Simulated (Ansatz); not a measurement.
Pd (fcc, Cu type): values from a third-order Birch-Murnaghan fit to a volume scan beside measured ones. Computed values: r2SCAN (plane waves to 500 eV, PAW, scalar-relativistic; Ansatz, a quantum-chemistry and plane-wave program). Pd is run without spin polarisation. Pd was relaxed with its symmetry unable to fall.

| quantity | reference | kind |
|---|---|---|
| Lattice constant a (Å) | 3.876 | measured, corrected to the static lattice |

References as given in: Daniel Mejia-Rodriguez, S. B. Trickey, Physical Review B (2018), arXiv:1807.09216.

### Question
Estimate the r2SCAN values and the sign and size of each difference.

### Answer
```csv
quantity,r2SCAN,difference
Lattice constant a (Å),3.908,+0.8 %
```

r2SCAN overestimates the lattice constant a by 0.8 %.

(Under strain, the slope of the energy per volume gives the stress and its curvature an elastic modulus.)
